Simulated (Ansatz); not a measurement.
# AsBr⁻, doublet: the ladder up to UCCSDT(Q)

Geometry: a point of a stretch scan, not a stationary point.

```xyz
2

As    0.0000    0.0000    0.0000
Br    0.0000    0.0000    1.9180
```

Basis aug-cc-pVDZ; Ansatz 0.2.0. Only valence electrons are correlated (noble-gas cores and the filled d shells of p-block atoms frozen), which leaves 13 electrons in 44 orbitals. Prefix R: restricted or restricted open-shell reference; prefix U: unrestricted. Active spaces: pair = (3e, 3o) about the gap; valence = (13e, 8o) chosen from the atoms' valence shells. No spin–orbit coupling is included, and no scalar relativity.

Full CI isn't at hand for all of this; UCCSDT(Q) serves as the reference, and is uncertain by about the last step of the cluster series. The frozen core follows each run's orbitals, which can shift R against U totals by a few meV for light atoms and by up to 0.1 eV past Ca.

```
UHF ⟨S²⟩                          : 0.767
T1 diagnostic (RCCSD)             : 0.0175
largest doubles amplitude (RCCSD) : 0.036
T1 diagnostic (UCCSD)             : 0.0146
```

```json
{"level": "UHF", "E − E(RHF) (eV)": "-0.1074"}
{"level": "UMP2", "E − E(RHF) (eV)": "-5.9748"}
{"level": "UCCSD", "E − E(RHF) (eV)": "-6.5584"}
{"level": "UCCSD(T)", "E − E(RHF) (eV)": "-6.7653"}
```

(1) Estimate how far UCCSDT(Q) in aug-cc-pVDZ lies from UCCSD(T). The table doesn't fix it; the size of (T) and the diagnostics are the guide.

(1) UCCSDT(Q) in aug-cc-pVDZ lies 0.78 kcal/mol below UCCSD(T), which is 16 % of the (T) step (-4.77 kcal/mol). The diagnostics are small and one determinant leads, so the series closes fast and only a small part of (T) is left.

The other levels:

```json
{"level": "UCCSDT", "E − E(UCCSDT(Q)) (kcal/mol)": "0.34", "share of correlation (%)": "99.78", "wall time": "–"}
```

The correlation energy at UCCSDT(Q), counted from RHF, is -6.799 eV. That run took 59 s on 1 thread of AMD EPYC 9R45, shared host.

Run but not shown, since their state or frozen core can't be matched to the reference's or they repeat it: RHF, RMP2, RCCSD, RCCSD(T), BCCD(T), RCCSDT, RCCSDT(Q), CASSCF (pair space), NEVPT2 (pair space), MRCISD (pair space), MRCISD+Q (pair space), CASSCF (valence space), NEVPT2 (valence space), MRCISD (valence space), MRCISD+Q (valence space), MRCISD+Q(relaxed) (valence space).

Times hold each run's SCF and search for its determinant on a shared host, so for small cases they say little of a method's own cost; they ran on 1 thread of AMD EPYC 9R45.

Natural occupations of CASSCF (valence space) about the gap: 2.000 1.998 1.997 1.985 1.002 0.018; effectively unpaired electrons, Σ n²(2−n)², 1.00.
